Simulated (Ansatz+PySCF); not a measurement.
The numbers below are computed, except where a source is named.
Input for Ansatz (development build ahead of 0.2.0):

```yaml
crystal:
  periodic: [false, false, false]
  atoms:
    - { symbol: B, position_ang: [0.0, 0.0, -0.51138] }
    - { symbol: H, position_ang: [0.0, 0.0, 2.5569] }
basis:
  gaussian: { orbitals: "6-31G" }
hamiltonian:
  xc: hf
correlation:
  method: mp2
  frozen_orbitals: { B: 1, H: 0 }
scf:
  omitted_lower_state_checks: [stability, starts, atomic_configurations, cluster_reference, orbital_swaps, given_window_search, neighbouring_geometries, increment]
```

The input is written out in the form of the current development build from the run's settings.

Output:

* Converged: yes
* Reference energy: -24.92655 hartree
* Correlation energy: -0.07285 hartree
* Total energy: -24.99940 hartree
* Spin squared of the determinant: 0.000

Caution: large amplitudes, a single reference is doubtful; an unrestricted determinant lies well below.
